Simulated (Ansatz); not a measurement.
The pair A = CH4 (SMILES C) (first 5 atoms), B = C2H6 (SMILES CC); geometry from A24 set.
(charge 0, multiplicity 1):
```tsv
atom	x (Å)	y (Å)	z (Å)
C	0.0000	0.0000	-2.8581
H	0.3930	-0.9471	-2.4937
H	0.6237	0.8139	-2.4937
H	-1.0168	0.1332	-2.4937
H	0.0000	0.0000	-3.9463
C	0.0000	0.0000	0.7614
C	0.0000	0.0000	2.2882
H	-0.6171	-0.8082	0.3657
H	-0.3914	0.9386	0.3657
H	1.0085	-0.1303	0.3657
H	-1.0089	0.1303	2.6826
H	0.3916	-0.9389	2.6826
H	0.6173	0.8086	2.6826
```

Frozen-core correlation. MP2 and its Hartree–Fock in aug-cc-pVTZ are density fitted.

Run with Ansatz (an electronic-structure program). Each number belongs to the level named beside it.

The counterpoise-corrected interaction energy is E(AB) − E(A in the pair's basis) − E(B in the pair's basis). Total energies (hartree):

| level | AB | A in the pair's basis | B in the pair's basis |
|---|---|---|---|
| HF/aug-cc-pVDZ | -119.4364055 | -40.1998537 | -79.2374016 |
| MP2/aug-cc-pVDZ | -119.9199431 | -40.3680614 | -79.5512145 |
| HF/aug-cc-pVTZ | -119.4730550 | -40.2136278 | -79.2602911 |
| MP2/aug-cc-pVTZ | -120.0507487 | -40.4145460 | -79.6353936 |
| CCSD(T)/aug-cc-pVDZ | -119.9942326 | -40.3958766 | -79.5975956 |

### Question
Work out the counterpoise-corrected interaction energy at the basis-set limit: extrapolate the MP2 correlation part as X⁻³, take Hartree–Fock from the larger set, and add the CCSD(T) − MP2 difference of aug-cc-pVDZ.

### Answer

1. Differences (1 hartree = 627.509 kcal/mol): HF/aug-cc-pVDZ 0.533; MP2/aug-cc-pVDZ -0.419; HF/aug-cc-pVTZ 0.542; MP2/aug-cc-pVTZ -0.508; CCSD(T)/aug-cc-pVDZ -0.477.
2. Correlation parts, MP2 less HF: -0.952 in aug-cc-pVDZ (X = 2), -1.050 in aug-cc-pVTZ (X = 3).
3. Limit (3³·(-1.050) − 2³·(-0.952))/(3³ − 2³) = -1.091; with HF/aug-cc-pVTZ it gives -0.549.
4. CCSD(T) less MP2 in aug-cc-pVDZ: -0.058.
Result: -0.61 kcal/mol, against -0.42 at MP2/aug-cc-pVDZ. It is an estimate of this method's limit, not of the exact value.
